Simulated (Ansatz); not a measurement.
Species: P2, charge 1, doublet. P2+ (parent SMILES P#P, doublet).
B3LYP-D3(BJ)/def2-TZVP minimum from Ansatz (an electronic-structure program):
```xyz
2

P      0.0000     0.0000    -0.9881
P      0.0000     0.0000     0.9881
```
Charge +1, spin multiplicity 2.

Hartree-Fock and CCSD(T) correlation energies in hartree (Ansatz). Radicals and triplets start from unrestricted determinants; spin-orbit coupling is neglected. Cores are frozen in correlated methods. No relativity. The UHF reference of P2+ (parent SMILES P#P, doublet) is spin-contaminated (<S^2> up to 0.43 over the pure value in the sets run). The determinant of P2+ (parent SMILES P#P, doublet) is a saddle point of the SCF energy; a lower one exists, which strains HF and MP2.

```
basis        X       E(HF)  E(corr, CCSD(T))
-----------  -  ----------  ----------------
cc-pV(T+d)Z  3  -681.15990          -0.26825
cc-pV(Q+d)Z  4  -681.16585          -0.28229
cc-pV(5+d)Z  5  -681.16690          withheld
```

Problem. Fit E(corr) = E∞ + A/X³ to X = 3 and 4, predict X = 5, and compare with the run.

Solution. A = (-0.26825 - (-0.28229))/(1/27 - 1/64) = 0.6557; E∞ = -0.28229 - A/64 = -0.29254; at X = 5, E∞ + A/125 = -0.28729. The run gave -0.28758, 0.29 mEh below the prediction. The same form on X = 4 and 5 gives E∞ = -0.29313, 0.59 mEh below the first estimate.
